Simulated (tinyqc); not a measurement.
Worked calculation: Born-Oppenheimer dynamics on the RHF/sto-3g surface (energies and gradients from PySCF), for H2F+, spin multiplicity 1. Computed by tinyqc, a small Python program that keeps every step (integrals from PySCF). Settings: charge = 1, multiplicity = 1, basis = sto-3g, time step (fs) = 0.2, steps = 24. Command: `OMP_NUM_THREADS=1 python tinyqc.py 21123 21124 out.jsonl` (the two numbers bound the seeds that draw the settings). One thread of a shared host (Intel(R) Xeon(R) Processor @ 2.60GHz), about 2 s of CPU time with the checks.

## Velocity Verlet step 1

positions (bohr), order 1F, 2H, 3H:
```
[[-0.003779, -0.037795, 0.047243],
 [-0.024566, 1.368162, 0.963760],
 [-0.017008, -1.351154, 1.031790]]
```

velocities (bohr per atomic time unit), order 1F, 2H, 3H:
```
[[0.000008201, -0.000023021, 0.000012901],
 [-0.000099799, 0.000104979, -0.000303099],
 [-0.000054799, 0.000328979, 0.000059901]]
```

gradient (hartree/bohr), order 1F, 2H, 3H:
```
[[-0.00273993, -0.02955717, 0.15985930],
 [0.00150185, -0.11595310, -0.06360571],
 [0.00123808, 0.14551026, -0.09625359]]
```

masses (electron masses): [34631.970081, 1837.152588, 1837.152588]

gradient after step 1 (hartree/bohr), order 1F, 2H, 3H:
```
[[-0.00281926, -0.02989205, 0.15802562],
 [0.00154168, -0.11422663, -0.06238553],
 [0.00127759, 0.14411869, -0.09564009]]
```

dt = 0.2 fs = 8.2683 atomic units; x' = x + v dt - g dt^2 / (2m); after the new gradient g', v' = v - (g + g') dt / (2m).

positions after step 1 (bohr), order 1F, 2H, 3H:
```
[[-0.003709, -0.037956, 0.047192],
 [-0.025420, 1.371187, 0.962438],
 [-0.017484, -1.351141, 1.034077]]
```

velocities after step 1 (bohr per atomic time unit), order 1F, 2H, 3H:
```
[[0.000008865, -0.000015924, -0.000025046],
 [-0.000106648, 0.000622952, -0.000019581],
 [-0.000060460, -0.000322771, 0.000491719]]
```

## Velocity Verlet step 2

gradient after step 2 (hartree/bohr), order 1F, 2H, 3H:
```
[[-0.00276942, -0.02825868, 0.14929050],
 [0.00151556, -0.10812561, -0.05868329],
 [0.00125386, 0.13638429, -0.09060721]]
```

As before.

positions after step 2 (bohr), order 1F, 2H, 3H:
```
[[-0.003633, -0.038058, 0.046829],
 [-0.026330, 1.378463, 0.963437],
 [-0.018007, -1.356492, 1.039922]]
```

velocities after step 2 (bohr per atomic time unit), order 1F, 2H, 3H:
```
[[0.000009532, -0.000008982, -0.000061731],
 [-0.000113527, 0.001123310, 0.000252859],
 [-0.000066156, -0.000953986, 0.000910830]]
```

## Energy conservation

The total energy should stay constant up to terms of order dt^2; the step counts as short enough if it moves by less than 2 % of the largest kinetic energy.

Trajectory:
```
time (fs)  1F-2H (angstrom)  potential (hartree)  kinetic (hartree)  total (hartree)
0.000000           0.888190         -98.83868953         0.00022235     -98.83846718
0.200000           0.889243         -98.83917734         0.00070504     -98.83847230
0.400000           0.892918         -98.84139629         0.00290068     -98.83849561
0.600000           0.899071         -98.84497899         0.00644776     -98.83853123
0.800000           0.907469         -98.84935948         0.01078854     -98.83857095
1.000000           0.917809         -98.85389808         0.01529120     -98.83860688
1.200000           0.929735         -98.85800291         0.01936940     -98.83863351
1.400000           0.942866         -98.86121757         0.02256915     -98.83864842
1.600000           0.956810         -98.86326299         0.02461112     -98.83865187
1.800000           0.971183         -98.86403782         0.02539192     -98.83864590
2.000000           0.985624         -98.86359103         0.02495773     -98.83863329
2.200000           0.999796         -98.86208126         0.02346441     -98.83861685
2.400000           1.013400         -98.85973485         0.02113595     -98.83859890
2.600000           1.026170         -98.85680956         0.01822838     -98.83858118
2.800000           1.037876         -98.85356674         0.01500191     -98.83856483
3.000000           1.048324         -98.85025244         0.01170193     -98.83855050
3.200000           1.057351         -98.84708575         0.00854726     -98.83853849
3.400000           1.064827         -98.84425283         0.00572396     -98.83852887
3.600000           1.070649         -98.84190447         0.00338289     -98.83852158
3.800000           1.074739         -98.84015592         0.00163940     -98.83851652
4.000000           1.077045         -98.83908774         0.00057415     -98.83851359
4.200000           1.077539         -98.83874686         0.00023416     -98.83851270
4.400000           1.076215         -98.83914747         0.00063362     -98.83851384
4.600000           1.073089         -98.84027130         0.00175427     -98.83851702
4.800000           1.068200         -98.84206748         0.00354517     -98.83852231
```

The total energy moves within 1.8e-04 hartree, under 2 % of the largest kinetic energy.
